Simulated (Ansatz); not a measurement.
C3H6FN can be A, `CC(=N)CF`, or B, `NC/C=C\F`.

Gas-phase electronic energies from Ansatz, PBE0-D4/def2-TZVP geometries. CCSD(T)/CBS adds triple-zeta CCSD(T) − MP2 to the extrapolated MP2 energy (def2 sets, frozen cores). Functionals use def2-TZVPP. B3LYP here is the variant with VWN-RPA as its local correlation; programs differ in this. One conformer a species, not always the lowest.

Problem. Which is lower in electronic energy at CCSD(T)/CBS, and by how much? (Best estimate.)

Solution. Computed: A, by 10.5 kcal/mol.

Problem. Give E(B) − E(A) in kcal/mol with B3LYP, MP2/def2-TZVPP, HF/def2-TZVPP, ωB97M-V, B3LYP-D4, r2SCAN-D4, PBE-D4. (Estimate.)

Solution. Ansatz gave: B3LYP 10.4, MP2/def2-TZVPP 11.1, HF/def2-TZVPP 11.5, ωB97M-V 10.6, B3LYP-D4 10.6, r2SCAN-D4 11.3, PBE-D4 10.4. None reverses the order clearly.

Largest T1 diagnostic: 0.012.
